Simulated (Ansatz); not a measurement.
# Structure relaxation of RbTaTl₂

Computed with DFT PBE, scalar-relativistic, plane waves, PAW in Ansatz 0.2.0. Cutoff 420 eV, Γ-centred k mesh, Gaussian smearing, no spin polarisation in the final step.

RbTaTl₂ was placed on the MAX phase (211) structure type (P6_3/mmc, No. 194), with Ta in place of Al, Rb in place of C, Tl in place of Cr, at a guessed volume.

```
CELL_PARAMETERS angstrom
3.82750 0.00000 0.00000
-1.91375 3.31471 0.00000
0.00000 0.00000 17.13008
ATOMIC_POSITIONS crystal
Rb 0.00000 0.00000 0.50000
Rb 0.00000 0.00000 0.00000
Ta 0.33333 0.66667 0.75000
Ta 0.66667 0.33333 0.25000
Tl 0.33333 0.66667 0.41400
Tl 0.66667 0.33333 0.91400
Tl 0.66667 0.33333 0.58600
Tl 0.33333 0.66667 0.08600
```

Steps on the 6×6×1 mesh (8 atoms). 12 of 16 steps are shown, and the free energy counts from the last. Trial steps that were taken back and renewals of the plane-wave basis can be among the rows.

| step | ΔF (meV/atom) | V (Å³/atom) | P (GPa) | largest force component (eV/Å) |
| --- | --- | --- | --- | --- |
| 1 | 2076.5 | 27.17 | 17.32 | 6.647 |
| 2 | 1407.2 | 28.67 | 7.83 | 4.769 |
| 4 | 611.9 | 29.16 | 0.87 | 2.671 |
| 5 | 348.4 | 28.85 | 0.19 | 1.629 |
| 6 | 197.4 | 28.54 | 1.24 | 0.216 |
| 8 | 79.1 | 28.12 | -0.33 | 0.118 |
| 9 | 29.7 | 26.70 | 0.35 | 0.199 |
| 11 | 23.9 | 26.33 | 0.18 | 0.087 |
| 12 | 23.4 | 26.34 | 0.11 | 0.002 |
| 13 | 6.1 | 26.34 | 1.05 | 0.000 |
| 15 | 0.1 | 26.79 | 0.03 | 0.004 |
| 16 | 0.0 | 26.79 | 0.03 | 0.004 |

A final relaxation ran on a 12×12×2 mesh. The relaxed crystal, P6_3/mmc (No. 194):

```cif
data_structure
_symmetry_space_group_name_H-M 'P6_3/mmc'
_symmetry_Int_Tables_number 194
_cell_length_a 3.3094
_cell_length_b 3.3094
_cell_length_c 22.5042
_cell_angle_alpha 90.000
_cell_angle_beta 90.000
_cell_angle_gamma 120.000
_cell_volume 213.45
loop_
_atom_site_label
_atom_site_type_symbol
_atom_site_symmetry_multiplicity
_atom_site_Wyckoff_symbol
_atom_site_fract_x
_atom_site_fract_y
_atom_site_fract_z
_atom_site_occupancy
Rb1 Rb 2 a 0.00000 0.00000 0.50000 1
Ta1 Ta 2 d 0.33333 0.66667 0.75000 1
Tl1 Tl 4 f 0.33333 0.66667 0.36012 1
```

```json
{
 "Volume per atom": "26.68 Å³",
 "Density": "10.51 g/cm³",
 "Energy over the elements": "0.56 eV/atom",
 "Gap on the 12×12×2 mesh": "0 eV (a metal)"
}
```

Energies over the elements count from the elements' standard structures at the same level, with no empirical corrections.

The final run used a 12×12×2 mesh on its 8-atom cell and 0.10 eV smearing. The k mesh leaves about 4 meV/atom of noise in metals. Spin–orbit coupling is left out.

Symmetry constrained the relaxation, so the result can be a saddle point.

Cost: 3 runs of about 2.4 core-minutes in all, on Arm Neoverse V2 (shared hosts).